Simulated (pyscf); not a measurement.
H₂B–F (SMILES BF) + SiH₄ (SMILES [SiH4]) -> H₂B–F (SMILES BF) + SiH₄ (SMILES [SiH4]) (four-centre exchange; singlet surface; B–H, H–Si broken, B–H, H–Si formed). Optimised with ωB97X-D3(BJ)/def2-SVP in PySCF. Correlated levels are frozen-core, on RHF or UHF. ΔMP2 is the change of the MP2 total energy from the triple- to the quadruple-zeta basis. Energies in kcal/mol from the separated reactants.

```json
[
 {"level": "ωB97X-D3(BJ)/def2-TZVP", "barrier": "7.6", "reaction energy": "0.0"},
 {"level": "PBE/def2-TZVP", "barrier": "3.1", "reaction energy": "0.0"},
 {"level": "ωB97M-D3(BJ)/def2-TZVP", "barrier": "?", "reaction energy": "0.0"},
 {"level": "HF/def2-TZVP", "barrier": "27.5", "reaction energy": "0.0"},
 {"level": "MP2/def2-QZVPP", "barrier": "9.4", "reaction energy": "0.0"},
 {"level": "CCSD/def2-TZVPP", "barrier": "12.7", "reaction energy": "0.0"},
 {"level": "CCSD(T)/def2-TZVPP + ΔMP2(QZVPP)", "barrier": "?", "reaction energy": "0.0"}
]
```

### Question
Complete the blanks.

### Answer

- ωB97M-D3(BJ)/def2-TZVP, barrier: 8.9
- CCSD(T)/def2-TZVPP + ΔMP2(QZVPP), barrier: 10.2

Of the functionals in the table, ωB97M-D3(BJ) is closest to CCSD(T)/def2-TZVPP + ΔMP2(QZVPP) in the barrier (1.3 kcal/mol apart) and PBE least close (7.1 kcal/mol); that level has limits of its own. At the saddle there is also a short B–Si contact that neither side keeps. One saddle was located; it need not be the lowest between these sides. The CCSD(T) − MP2 part came from Ansatz, without density fitting, on the same reference.
